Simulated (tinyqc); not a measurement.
Worked calculation (part 1 of 2): UHF in the sto-3g basis, for H2O+, spin multiplicity 2. Computed by tinyqc, a small Python program that keeps every step (integrals from PySCF). Settings: charge = 1, multiplicity = 2, basis = sto-3g, energy threshold = 1e-10, iteration cap = 64, orthogonalisation = symmetric, start = Wolfsberg-Helmholz matrix, DIIS depth = 8, method = UHF. Command: `OMP_NUM_THREADS=1 python tinyqc.py 21984 21985 out.jsonl` (the two numbers bound the seeds that draw the settings). One thread of a shared host (Intel(R) Xeon(R) Processor @ 2.60GHz), about 0.1 s of CPU time with the checks. Later iterations appear only in the table of the cycle.

## One-electron integrals

Geometry (angstrom):
```
atom       x        y       z
O     0.0000   0.0000  0.0000
H     0.0000   0.7400  0.7300
H     0.0000  -0.7460  0.7370
```

Basis sto-3g: exponents (1/bohr^2) and contraction coefficients of normalised primitives:
```
element  l (shell)  exponent  coefficient
O            s (1)  130.7093       0.1543
O            s (1)   23.8089       0.5353
O            s (1)    6.4436       0.4446
O            s (2)    5.0332      -0.1000
O            s (2)    1.1696       0.3995
O            s (2)    0.3804       0.7001
O            p (3)    5.0332       0.1559
O            p (3)    1.1696       0.6077
O            p (3)    0.3804       0.3920
H            s (1)    3.4253       0.1543
H            s (1)    0.6239       0.5353
H            s (1)    0.1689       0.4446
```

Overlap, kinetic and nuclear-attraction integrals over the contracted functions; the nuclear repulsion is the sum of Za Zb / Rab.

nuclear repulsion = 8.465753 hartree

overlap S:
```
         1O 1s   1O 2s  1O 2px   1O 2py  1O 2pz   2H 1s    3H 1s
1O 1s   1.0000  0.2367  0.0000   0.0000  0.0000  0.0444   0.0434
1O 2s   0.2367  1.0000  0.0000   0.0000  0.0000  0.4224   0.4168
1O 2px  0.0000  0.0000  1.0000   0.0000  0.0000  0.0000   0.0000
1O 2py  0.0000  0.0000  0.0000   1.0000  0.0000  0.2589  -0.2562
1O 2pz  0.0000  0.0000  0.0000   0.0000  1.0000  0.2554   0.2531
2H 1s   0.0444  0.4224  0.0000   0.2589  0.2554  1.0000   0.2620
3H 1s   0.0434  0.4168  0.0000  -0.2562  0.2531  0.2620   1.0000
```

kinetic energy T (hartree):
```
          1O 1s    1O 2s  1O 2px   1O 2py  1O 2pz    2H 1s    3H 1s
1O 1s   29.0032  -0.1680  0.0000   0.0000  0.0000  -0.0069  -0.0072
1O 2s   -0.1680   0.8081  0.0000   0.0000  0.0000   0.0927   0.0891
1O 2px   0.0000   0.0000  2.5287   0.0000  0.0000   0.0000   0.0000
1O 2py   0.0000   0.0000  0.0000   2.5287  0.0000   0.1601  -0.1557
1O 2pz   0.0000   0.0000  0.0000   0.0000  2.5287   0.1580   0.1538
2H 1s   -0.0069   0.0927  0.0000   0.1601  0.1580   0.7600   0.0109
3H 1s   -0.0072   0.0891  0.0000  -0.1557  0.1538   0.0109   0.7600
```

nuclear attraction V (hartree):
```
           1O 1s     1O 2s   1O 2px    1O 2py    1O 2pz    2H 1s    3H 1s
1O 1s   -61.6322   -7.4230   0.0000   -0.0002   -0.0183  -1.4279  -1.3965
1O 2s    -7.4230  -10.0580   0.0000   -0.0018   -0.2214  -3.3435  -3.2897
1O 2px    0.0000    0.0000  -9.9165    0.0000    0.0000   0.0000   0.0000
1O 2py   -0.0002   -0.0018   0.0000  -10.0200   -0.0011  -1.8065   1.7809
1O 2pz   -0.0183   -0.2214   0.0000   -0.0011  -10.0174  -1.8568  -1.8339
2H 1s    -1.4279   -3.3435   0.0000   -1.8065   -1.8568  -5.5467  -1.5588
3H 1s    -1.3965   -3.2897   0.0000    1.7809   -1.8339  -1.5588  -5.5157
```

core Hamiltonian H = T + V (hartree):
```
           1O 1s    1O 2s   1O 2px   1O 2py   1O 2pz    2H 1s    3H 1s
1O 1s   -32.6290  -7.5910   0.0000  -0.0002  -0.0183  -1.4348  -1.4037
1O 2s    -7.5910  -9.2498   0.0000  -0.0018  -0.2214  -3.2508  -3.2007
1O 2px    0.0000   0.0000  -7.3878   0.0000   0.0000   0.0000   0.0000
1O 2py   -0.0002  -0.0018   0.0000  -7.4913  -0.0011  -1.6463   1.6252
1O 2pz   -0.0183  -0.2214   0.0000  -0.0011  -7.4887  -1.6988  -1.6801
2H 1s    -1.4348  -3.2508   0.0000  -1.6463  -1.6988  -4.7867  -1.5480
3H 1s    -1.4037  -3.2007   0.0000   1.6252  -1.6801  -1.5480  -4.7557
```

## Two-electron integrals

Functions are numbered as in S; the eight-fold symmetry (ij|kl) = (ji|kl) = (kl|ij) leaves the list below.

Two-electron integrals (ij|kl) in chemists' order, unique and non-zero (hartree):
```
(11|11) 4.7851      (21|11) 0.7414      (21|21) 0.1369      (22|11) 1.1189
(22|21) 0.2566      (22|22) 0.8172      (31|31) 0.0245      (32|31) 0.0378
(32|32) 0.1805      (33|11) 1.1158      (33|21) 0.2567      (33|22) 0.8170
(33|33) 0.8802      (41|41) 0.0245      (42|41) 0.0378      (42|42) 0.1805
(43|43) 0.0474      (44|11) 1.1158      (44|21) 0.2567      (44|22) 0.8170
(44|33) 0.7853      (44|44) 0.8802      (51|51) 0.0245      (52|51) 0.0378
(52|52) 0.1805      (53|53) 0.0474      (54|54) 0.0474      (55|11) 1.1158
(55|21) 0.2567      (55|22) 0.8170      (55|33) 0.7853      (55|44) 0.7853
(55|55) 0.8802      (61|11) 0.1409      (61|21) 0.0258      (61|22) 0.0481
(61|33) 0.0480      (61|41) 0.0008      (61|42) 0.0016      (61|44) 0.0481
(61|51) 0.0008      (61|52) 0.0016      (61|54) 1.44e-04    (61|55) 0.0481
(61|61) 0.0049      (62|11) 0.3494      (62|21) 0.0812      (62|22) 0.2870
(62|33) 0.2821      (62|41) 0.0043      (62|42) 0.0335      (62|44) 0.2894
(62|51) 0.0043      (62|52) 0.0330      (62|54) 0.0073      (62|55) 0.2892
(62|61) 0.0156      (62|62) 0.1257      (63|31) 0.0084      (63|32) 0.0493
(63|43) 0.0069      (63|53) 0.0068      (63|63) 0.0177      (64|11) 0.1812
(64|21) 0.0426      (64|22) 0.1609      (64|33) 0.1536      (64|41) 0.0104
(64|42) 0.0670      (64|44) 0.1714      (64|51) 0.0020      (64|52) 0.0175
(64|54) 0.0107      (64|55) 0.1575      (64|61) 0.0086      (64|62) 0.0856
(64|64) 0.0754      (65|11) 0.1787      (65|21) 0.0420      (65|22) 0.1587
(65|33) 0.1516      (65|41) 0.0020      (65|42) 0.0175      (65|44) 0.1555
(65|51) 0.0104      (65|52) 0.0665      (65|54) 0.0108      (65|55) 0.1690
(65|61) 0.0084      (65|62) 0.0845      (65|64) 0.0569      (65|65) 0.0738
(66|11) 0.4952      (66|21) 0.1169      (66|22) 0.4746      (66|33) 0.4555
(66|41) 0.0080      (66|42) 0.0851      (66|44) 0.4842      (66|51) 0.0079
(66|52) 0.0839      (66|54) 0.0283      (66|55) 0.4834      (66|61) 0.0227
(66|62) 0.2640      (66|64) 0.2052      (66|65) 0.2024      (66|66) 0.7746
(71|11) 0.1378      (71|21) 0.0252      (71|22) 0.0470      (71|33) 0.0469
(71|41) -0.0008     (71|42) -0.0016     (71|44) 0.0471      (71|51) 0.0008
(71|52) 0.0015      (71|54) -1.41e-04   (71|55) 0.0471      (71|61) 0.0048
(71|62) 0.0149      (71|64) 0.0074      (71|65) 0.0080      (71|66) 0.0214
(71|71) 0.0047      (72|11) 0.3437      (72|21) 0.0799      (72|22) 0.2826
(72|33) 0.2777      (72|41) -0.0043     (72|42) -0.0330     (72|44) 0.2850
(72|51) 0.0042      (72|52) 0.0326      (72|54) -0.0072     (72|55) 0.2848
(72|61) 0.0150      (72|62) 0.1031      (72|64) 0.0481      (72|65) 0.0676
(72|66) 0.1808      (72|71) 0.0150      (72|72) 0.1222      (73|31) 0.0083
(73|32) 0.0484      (73|43) -0.0068     (73|53) 0.0067      (73|63) 0.0141
(73|73) 0.0172      (74|11) -0.1787     (74|21) -0.0420     (74|22) -0.1588
(74|33) -0.1517     (74|41) 0.0102      (74|42) 0.0659      (74|44) -0.1692
(74|51) -0.0019     (74|52) -0.0173     (74|54) 0.0106      (74|55) -0.1555
(74|61) -0.0075     (74|62) -0.0483     (74|64) -0.0088     (74|65) -0.0310
(74|66) -0.0746     (74|71) -0.0082     (74|72) -0.0834     (74|74) 0.0735
(75|11) 0.1765      (75|21) 0.0415      (75|22) 0.1569      (75|33) 0.1498
(75|41) -0.0019     (75|42) -0.0173     (75|44) 0.1537      (75|51) 0.0102
(75|52) 0.0655      (75|54) -0.0106     (75|55) 0.1670      (75|61) 0.0081
(75|62) 0.0678      (75|64) 0.0309      (75|65) 0.0580      (75|66) 0.1306
(75|71) 0.0081      (75|72) 0.0824      (75|74) -0.0556     (75|75) 0.0721
(76|11) 0.1517      (76|21) 0.0356      (76|22) 0.1384      (76|33) 0.1347
(76|41) -4.16e-06   (76|42) -5.39e-05   (76|44) 0.1369      (76|51) 0.0028
(76|52) 0.0267      (76|54) -1.72e-05   (76|55) 0.1435      (76|61) 0.0068
(76|62) 0.0624      (76|64) 0.0366      (76|65) 0.0472      (76|66) 0.1410
(76|71) 0.0067      (76|72) 0.0616      (76|74) -0.0363     (76|75) 0.0467
(76|76) 0.0391      (77|11) 0.4913      (77|21) 0.1160      (77|22) 0.4715
(77|33) 0.4526      (77|41) -0.0079     (77|42) -0.0843     (77|44) 0.4810
(77|51) 0.0078      (77|52) 0.0833      (77|54) -0.0280     (77|55) 0.4803
(77|61) 0.0217      (77|62) 0.1824      (77|64) 0.0750      (77|65) 0.1314
(77|66) 0.3487      (77|71) 0.0220      (77|72) 0.2595      (77|74) -0.2022
(77|75) 0.1998      (77|76) 0.1410      (77|77) 0.7746
```

## Orthogonalisation

S = U s U^T; symmetric (Loewdin) form X = U s^(-1/2) U^T, so that X^T S X = 1.

eigenvalues of S: 0.4003  0.4821  0.8760  1.0000  1.1115  1.2561  1.8741

X:
```
          1O 1s    1O 2s  1O 2px   1O 2py   1O 2pz    2H 1s    3H 1s
1O 1s    1.0238  -0.1387  0.0000  -0.0001  -0.0095   0.0197   0.0195
1O 2s   -0.1387   1.1831  0.0000   0.0017   0.0955  -0.2448  -0.2390
1O 2px   0.0000   0.0000  1.0000   0.0000   0.0000   0.0000   0.0000
1O 2py  -0.0001   0.0017  0.0000   1.0736   0.0009  -0.1837   0.1811
1O 2pz  -0.0095   0.0955  0.0000   0.0009   1.0566  -0.1452  -0.1426
2H 1s    0.0197  -0.2448  0.0000  -0.1837  -0.1452   1.1641  -0.0974
3H 1s    0.0195  -0.2390  0.0000   0.1811  -0.1426  -0.0974   1.1594
```

## Starting guess

The start is the generalised Wolfsberg-Helmholz matrix (K = 1.75) built on H; D(s) = C_occ C_occ^T for each spin.

D(alpha) at the start:
```
          1O 1s    1O 2s  1O 2px   1O 2py   1O 2pz    2H 1s    3H 1s
1O 1s    1.0330  -0.1356  0.0000   0.0007   0.0590  -0.0674  -0.0662
1O 2s   -0.1356   0.6161  0.0000  -0.0028  -0.2159   0.1736   0.1708
1O 2px   0.0000   0.0000  1.0000   0.0000   0.0000   0.0000   0.0000
1O 2py   0.0007  -0.0028  0.0000   0.7578  -0.0010   0.1759  -0.1767
1O 2pz   0.0590  -0.2159  0.0000  -0.0010   0.8971   0.0667   0.0659
2H 1s   -0.0674   0.1736  0.0000   0.1759   0.0667   0.1111   0.0276
3H 1s   -0.0662   0.1708  0.0000  -0.1767   0.0659   0.0276   0.1082
```

D(beta) at the start:
```
          1O 1s    1O 2s  1O 2px   1O 2py   1O 2pz    2H 1s    3H 1s
1O 1s    1.0330  -0.1356  0.0000   0.0007   0.0590  -0.0674  -0.0662
1O 2s   -0.1356   0.6161  0.0000  -0.0028  -0.2159   0.1736   0.1708
1O 2px   0.0000   0.0000  0.0000   0.0000   0.0000   0.0000   0.0000
1O 2py   0.0007  -0.0028  0.0000   0.7578  -0.0010   0.1759  -0.1767
1O 2pz   0.0590  -0.2159  0.0000  -0.0010   0.8971   0.0667   0.0659
2H 1s   -0.0674   0.1736  0.0000   0.1759   0.0667   0.1111   0.0276
3H 1s   -0.0662   0.1708  0.0000  -0.1767   0.0659   0.0276   0.1082
```

## Iteration 1: building the Fock matrix

J_ij = sum D_kl (ij|kl) with D = D(alpha) + D(beta), K_ij = sum D_kl (ik|jl) for each spin; F = H + J - K(s); E = tr D H + tr D J / 2 - 0.5 sum_s tr D(s) K(s) + E_nn.

Coulomb J (hartree):
```
          1O 1s    1O 2s  1O 2px   1O 2py   1O 2pz   2H 1s    3H 1s
1O 1s   16.6559   3.1142  0.0000  -0.0001  -0.0095  0.5871   0.5743
1O 2s    3.1142   7.5997  0.0000   0.0001  -0.0035  2.6327   2.5917
1O 2px   0.0000   0.0000  7.5216   0.0000   0.0000  0.0000   0.0000
1O 2py  -0.0001   0.0001  0.0000   7.6203   0.0003  1.4665  -1.4470
1O 2pz  -0.0095  -0.0035  0.0000   0.0003   7.6345  1.4531   1.4361
2H 1s    0.5871   2.6327  0.0000   1.4665   1.4531  4.3733   1.2660
3H 1s    0.5743   2.5917  0.0000  -1.4470   1.4361  1.2660   4.3438
```

exchange K(alpha) (hartree):
```
         1O 1s    1O 2s  1O 2px   1O 2py   1O 2pz   2H 1s    3H 1s
1O 1s   4.8738   0.8555  0.0000   0.0000   0.0054  0.1658   0.1623
1O 2s   0.8555   1.2942  0.0000  -0.0005  -0.0610  0.5212   0.5136
1O 2px  0.0000   0.0000  1.1276   0.0000   0.0000  0.0000   0.0000
1O 2py  0.0000  -0.0005  0.0000   1.0650   0.0001  0.2789  -0.2762
1O 2pz  0.0054  -0.0610  0.0000   0.0001   1.1133  0.2493   0.2465
2H 1s   0.1658   0.5212  0.0000   0.2789   0.2493  0.4829   0.2274
3H 1s   0.1623   0.5136  0.0000  -0.2762   0.2465  0.2274   0.4730
```

exchange K(beta) (hartree):
```
         1O 1s    1O 2s  1O 2px   1O 2py   1O 2pz   2H 1s    3H 1s
1O 1s   4.8493   0.8177  0.0000   0.0000   0.0054  0.1574   0.1540
1O 2s   0.8177   1.1137  0.0000  -0.0005  -0.0610  0.4719   0.4652
1O 2px  0.0000   0.0000  0.2474   0.0000   0.0000  0.0000   0.0000
1O 2py  0.0000  -0.0005  0.0000   1.0176   0.0001  0.2719  -0.2694
1O 2pz  0.0054  -0.0610  0.0000   0.0001   1.0658  0.2425   0.2398
2H 1s   0.1574   0.4719  0.0000   0.2719   0.2425  0.4652   0.2133
3H 1s   0.1540   0.4652  0.0000  -0.2694   0.2398  0.2133   0.4558
```

F(alpha) (hartree):
```
           1O 1s    1O 2s   1O 2px   1O 2py   1O 2pz    2H 1s    3H 1s
1O 1s   -20.8469  -5.3324   0.0000  -0.0003  -0.0333  -1.0135  -0.9916
1O 2s    -5.3324  -2.9444   0.0000  -0.0012  -0.1639  -1.1393  -1.1226
1O 2px    0.0000   0.0000  -0.9937   0.0000   0.0000   0.0000   0.0000
1O 2py   -0.0003  -0.0012   0.0000  -0.9361  -0.0009  -0.4586   0.4544
1O 2pz   -0.0333  -0.1639   0.0000  -0.0009  -0.9675  -0.4950  -0.4905
2H 1s    -1.0135  -1.1393   0.0000  -0.4586  -0.4950  -0.8963  -0.5094
3H 1s    -0.9916  -1.1226   0.0000   0.4544  -0.4905  -0.5094  -0.8848
```

F(beta) (hartree):
```
           1O 1s    1O 2s   1O 2px   1O 2py   1O 2pz    2H 1s    3H 1s
1O 1s   -20.8224  -5.2946   0.0000  -0.0003  -0.0333  -1.0051  -0.9834
1O 2s    -5.2946  -2.7638   0.0000  -0.0012  -0.1639  -1.0900  -1.0741
1O 2px    0.0000   0.0000  -0.1136   0.0000   0.0000   0.0000   0.0000
1O 2py   -0.0003  -0.0012   0.0000  -0.8887  -0.0009  -0.4517   0.4476
1O 2pz   -0.0333  -0.1639   0.0000  -0.0009  -0.9200  -0.4881  -0.4838
2H 1s    -1.0051  -1.0900   0.0000  -0.4517  -0.4881  -0.8786  -0.4952
3H 1s    -0.9834  -1.0741   0.0000   0.4476  -0.4838  -0.4952  -0.8677
```

total energy of this density = -74.426845 hartree

## Iteration 1: diagonalisation and new density

Diagonalise F' = X^T F X, C = X C', fill 5 alpha and 4 beta electrons from the bottom; D(s) = C_occ C_occ^T. Each column has its largest component positive (the first on a tie).

F' = X^T F X (alpha) (hartree):
```
          1        2        3        4        5        6        7
1  -20.4617  -2.7327   0.0000  -0.0005  -0.0570  -0.1221  -0.1166
2   -2.7327  -1.7750   0.0000   0.0019   0.0319  -0.4867  -0.4770
3    0.0000   0.0000  -0.9937   0.0000   0.0000   0.0000   0.0000
4   -0.0005   0.0019   0.0000  -0.7468   0.0009  -0.3784   0.3749
5   -0.0570   0.0319   0.0000   0.0009  -0.8332  -0.3001  -0.2956
6   -0.1221  -0.4867   0.0000  -0.3784  -0.3001  -0.3853  -0.1388
7   -0.1166  -0.4770   0.0000   0.3749  -0.2956  -0.1388  -0.3869
```

orbital energies (alpha) (hartree): MO1 -20.8567, MO2 -1.7651, MO3 -1.0853, MO4 -0.9937, MO5 -0.9838, MO6 0.0104, MO7 0.0917

coefficients C (alpha):
```
            MO1      MO2      MO3     MO4      MO5      MO6      MO7
1O 1s    0.9939  -0.2330   0.0013  0.0000   0.0983   0.1280   0.0094
1O 2s    0.0267   0.8472  -0.0068  0.0000  -0.4543  -0.7851  -0.0602
1O 2px   0.0000   0.0000   0.0000  1.0000   0.0000   0.0000   0.0000
1O 2py   0.0001   0.0013   0.7677  0.0000  -0.0052   0.0512  -0.7919
1O 2pz   0.0046   0.1808   0.0043  0.0000   0.8416  -0.6510  -0.0468
2H 1s   -0.0056   0.1503   0.3242  0.0000   0.1733   0.7136   0.9016
3H 1s   -0.0055   0.1472  -0.3230  0.0000   0.1768   0.8230  -0.7934
```

F' = X^T F X (beta) (hartree):
```
          1        2        3        4        5        6        7
1  -20.4431  -2.7182   0.0000  -0.0005  -0.0565  -0.1229  -0.1175
2   -2.7182  -1.5856   0.0000   0.0020   0.0362  -0.4778  -0.4684
3    0.0000   0.0000  -0.1136   0.0000   0.0000   0.0000   0.0000
4   -0.0005   0.0020   0.0000  -0.6972   0.0009  -0.3787   0.3752
5   -0.0565   0.0362   0.0000   0.0009  -0.7841  -0.3000  -0.2955
6   -0.1229  -0.4778   0.0000  -0.3787  -0.3000  -0.3820  -0.1377
7   -0.1175  -0.4684   0.0000   0.3752  -0.2955  -0.1377  -0.3837
```

orbital energies (beta) (hartree): MO1 -20.8306, MO2 -1.6268, MO3 -1.0502, MO4 -0.9223, MO5 -0.1136, MO6 0.0458, MO7 0.1084

coefficients C (beta):
```
            MO1      MO2      MO3      MO4     MO5      MO6      MO7
1O 1s    0.9945  -0.2201   0.0012   0.1111  0.0000   0.1356   0.0130
1O 2s    0.0244   0.7891  -0.0062  -0.5009  0.0000  -0.8150  -0.0810
1O 2px   0.0000   0.0000   0.0000   0.0000  1.0000   0.0000   0.0000
1O 2py   0.0001   0.0016   0.7527  -0.0031  0.0000   0.0708  -0.8047
1O 2pz   0.0044   0.2108   0.0021   0.8334  0.0000  -0.6513  -0.0617
2H 1s   -0.0052   0.1880   0.3393   0.1585  0.0000   0.6885   0.9111
3H 1s   -0.0051   0.1842  -0.3397   0.1609  0.0000   0.8357  -0.7686
```

D(alpha) after iteration 1:
```
          1O 1s    1O 2s  1O 2px   1O 2py   1O 2pz    2H 1s    3H 1s
1O 1s    1.0518  -0.2155  0.0000   0.0003   0.0452  -0.0232  -0.0228
1O 2s   -0.2155   0.9250  0.0000  -0.0018  -0.2291   0.0463   0.0464
1O 2px   0.0000   0.0000  1.0000   0.0000   0.0000   0.0000   0.0000
1O 2py   0.0003  -0.0018  0.0000   0.5894  -0.0008   0.2482  -0.2487
1O 2pz   0.0452  -0.2291  0.0000  -0.0008   0.7411   0.1744   0.1740
2H 1s   -0.0232   0.0463  0.0000   0.2482   0.1744   0.1578  -0.0520
3H 1s   -0.0228   0.0464  0.0000  -0.2487   0.1740  -0.0520   0.1573
```

D(beta) after iteration 1:
```
          1O 1s    1O 2s  1O 2px   1O 2py   1O 2pz    2H 1s    3H 1s
1O 1s    1.0497  -0.2050  0.0000   0.0003   0.0505  -0.0285  -0.0282
1O 2s   -0.2050   0.8743  0.0000  -0.0018  -0.2510   0.0667   0.0667
1O 2px   0.0000   0.0000  0.0000   0.0000   0.0000   0.0000   0.0000
1O 2py   0.0003  -0.0018  0.0000   0.5666  -0.0007   0.2552  -0.2559
1O 2pz   0.0505  -0.2510  0.0000  -0.0007   0.7390   0.1724   0.1722
2H 1s   -0.0285   0.0667  0.0000   0.2552   0.1724   0.1756  -0.0551
3H 1s   -0.0282   0.0667  0.0000  -0.2559   0.1722  -0.0551   0.1752
```

## Iteration 2: building the Fock matrix

As before.

Coulomb J (hartree):
```
          1O 1s   1O 2s  1O 2px   1O 2py   1O 2pz   2H 1s    3H 1s
1O 1s   16.5360  3.0824  0.0000   0.0000  -0.0071  0.5813   0.5686
1O 2s    3.0824  7.5223  0.0000   0.0003   0.0249  2.6204   2.5800
1O 2px   0.0000  0.0000  7.4563   0.0000   0.0000  0.0000   0.0000
1O 2py   0.0000  0.0003  0.0000   7.5338   0.0002  1.4621  -1.4430
1O 2pz  -0.0071  0.0249  0.0000   0.0002   7.5534  1.4588   1.4420
2H 1s    0.5813  2.6204  0.0000   1.4621   1.4588  4.3999   1.2686
3H 1s    0.5686  2.5800  0.0000  -1.4430   1.4420  1.2686   4.3732
```

exchange K(alpha) (hartree):
```
         1O 1s    1O 2s  1O 2px   1O 2py   1O 2pz   2H 1s    3H 1s
1O 1s   4.8914   0.8377  0.0000   0.0000   0.0029  0.1656   0.1621
1O 2s   0.8377   1.3396  0.0000   0.0000  -0.0452  0.5101   0.5029
1O 2px  0.0000   0.0000  1.1436   0.0000   0.0000  0.0000   0.0000
1O 2py  0.0000   0.0000  0.0000   0.9902   0.0004  0.2907  -0.2884
1O 2pz  0.0029  -0.0452  0.0000   0.0004   1.0601  0.2767   0.2744
2H 1s   0.1656   0.5101  0.0000   0.2907   0.2767  0.5065   0.2041
3H 1s   0.1621   0.5029  0.0000  -0.2884   0.2744  0.2041   0.4990
```

exchange K(beta) (hartree):
```
         1O 1s    1O 2s  1O 2px   1O 2py   1O 2pz   2H 1s    3H 1s
1O 1s   4.8642   0.7992  0.0000   0.0000   0.0024  0.1570   0.1537
1O 2s   0.7992   1.1442  0.0000   0.0000  -0.0567  0.4636   0.4572
1O 2px  0.0000   0.0000  0.2583   0.0000   0.0000  0.0000   0.0000
1O 2py  0.0000   0.0000  0.0000   0.9269   0.0005  0.2862  -0.2841
1O 2pz  0.0024  -0.0567  0.0000   0.0005   1.0077  0.2683   0.2661
2H 1s   0.1570   0.4636  0.0000   0.2862   0.2683  0.5053   0.1944
3H 1s   0.1537   0.4572  0.0000  -0.2841   0.2661  0.1944   0.4985
```

F(alpha) (hartree):
```
           1O 1s    1O 2s   1O 2px   1O 2py   1O 2pz    2H 1s    3H 1s
1O 1s   -20.9844  -5.3463   0.0000  -0.0002  -0.0283  -1.0191  -0.9971
1O 2s    -5.3463  -3.0671   0.0000  -0.0016  -0.1513  -1.1406  -1.1236
1O 2px    0.0000   0.0000  -1.0751   0.0000   0.0000   0.0000   0.0000
1O 2py   -0.0002  -0.0016   0.0000  -0.9477  -0.0012  -0.4750   0.4706
1O 2pz   -0.0283  -0.1513   0.0000  -0.0012  -0.9954  -0.5167  -0.5125
2H 1s    -1.0191  -1.1406   0.0000  -0.4750  -0.5167  -0.8932  -0.4834
3H 1s    -0.9971  -1.1236   0.0000   0.4706  -0.5125  -0.4834  -0.8815
```

F(beta) (hartree):
```
           1O 1s    1O 2s   1O 2px   1O 2py   1O 2pz    2H 1s    3H 1s
1O 1s   -20.9572  -5.3079   0.0000  -0.0002  -0.0278  -1.0105  -0.9887
1O 2s    -5.3079  -2.8717   0.0000  -0.0016  -0.1399  -1.0940  -1.0779
1O 2px    0.0000   0.0000  -0.1898   0.0000   0.0000   0.0000   0.0000
1O 2py   -0.0002  -0.0016   0.0000  -0.8843  -0.0013  -0.4704   0.4662
1O 2pz   -0.0278  -0.1399   0.0000  -0.0013  -0.9430  -0.5082  -0.5042
2H 1s    -1.0105  -1.0940   0.0000  -0.4704  -0.5082  -0.8920  -0.4738
3H 1s    -0.9887  -1.0779   0.0000   0.4662  -0.5042  -0.4738  -0.8810
```

total energy of this density = -74.641871 hartree
